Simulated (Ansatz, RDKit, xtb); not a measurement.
**Isomers of CHN, a sample narrowed down**

Which of a sample of isomers of CHN is the most stable in the gas at 298.15 K, and what are its properties? The sample is small against all isomers, and the most stable one of this formula need not be in it.

The funnel: GFN2-xTB relaxations, single points with a density functional, relaxations at B3LYP-D3(BJ)/def2-SVP, harmonic vibrations, and a last energy at a higher level. All values are calculated.

## Step 1: Possible bonding patterns

Isomers were taken from a list of plausible structures; this is a sample, not all of them. That gives 2 candidates.

| label | SMILES | spin |
| --- | --- | --- |
| c747 | C#N | singlet |
| c816 | [C-]#[NH+] | singlet |

Candidates are built by distance geometry, with a force field where one applies, in up to four conformers (letters a to d).

Q: Predict the outcome of this search (final energies at CCSD(T)/def2-TZVP).

| quantity | value |
| --- | --- |
| lowest structure found | C#N, singlet, C∞v |
| next finalist | [C-]#[NH+], singlet, 15.2 kcal/mol higher in G |
| share at equilibrium, among the finalists | 100.0 % |
| harmonic wavenumbers, lowest and highest (B3LYP-D3(BJ)/def2-SVP) | 765 and 3452 cm⁻¹ |
| rotational constants, same geometry | 1.474 cm⁻¹ |

The lowest structure found is `C#N`. Among the finalists first place is clear (15.2 kcal/mol); structures outside the list aren't covered. r2SCAN-D4/def2-SVP, B3LYP-D3(BJ)/def2-SVP, HF/def2-TZVP and MP2/def2-TZVP already put its bonding pattern lowest among the structures in one piece. A large T1 diagnostic among the finalists warns that one reference determinant may not suffice. It concerns: the finalist [C][NH] ‡ (triplet). Measured bands beside the harmonic value that lies nearest after scaling by 0.96 (printed unscaled): 720.9 cm⁻¹ (5 K; molecule matrix; “Cyanides, Isocyanides, and Hydrides of Zn, Cd and Hg from Metal Atom and HCN Reactions: Matrix Infrared Spectra and Electronic Structure Calculations”, 2021, pmc:8518711), calculated 765 cm⁻¹; 2093.1 cm⁻¹ (5 K; molecule matrix; “Cyanides, Isocyanides, and Hydrides of Zn, Cd and Hg from Metal Atom and HCN Reactions: Matrix Infrared Spectra and Electronic Structure Calculations”, 2021, pmc:8518711), calculated 2217 cm⁻¹; 3305.5 cm⁻¹ (5 K; molecule matrix; “Cyanides, Isocyanides, and Hydrides of Zn, Cd and Hg from Metal Atom and HCN Reactions: Matrix Infrared Spectra and Electronic Structure Calculations”, 2021, pmc:8518711), calculated 3452 cm⁻¹. The calculated values lie +4.4 to +6.1 % away; anharmonicity is left out, and bands are matched by nearness alone, so a match can be wrong and a large miss can look smaller than it is. Of 6 measured bands 3 are shown: one to each calculated mode, the highest modes. Measured heats of formation are 129.291 kJ/mol (298.15 K; Active Thermochemical Tables 1.112) for c747a and 191.96 kJ/mol (298.15 K; Active Thermochemical Tables 1.112) for c816a: a difference of +62.7 kJ/mol, against +64.3 calculated. The search is not exhaustive (a finite list of starts, one conformer a finalist), so a lower isomer can't be ruled out. Only 2 drawn patterns were tried, so whole families of isomers are missing, and the result ranks this sample alone.

‡ marks the bonded skeleton alone, with all bonds drawn single: no Lewis structure was assigned that passes a check against the bond lengths.
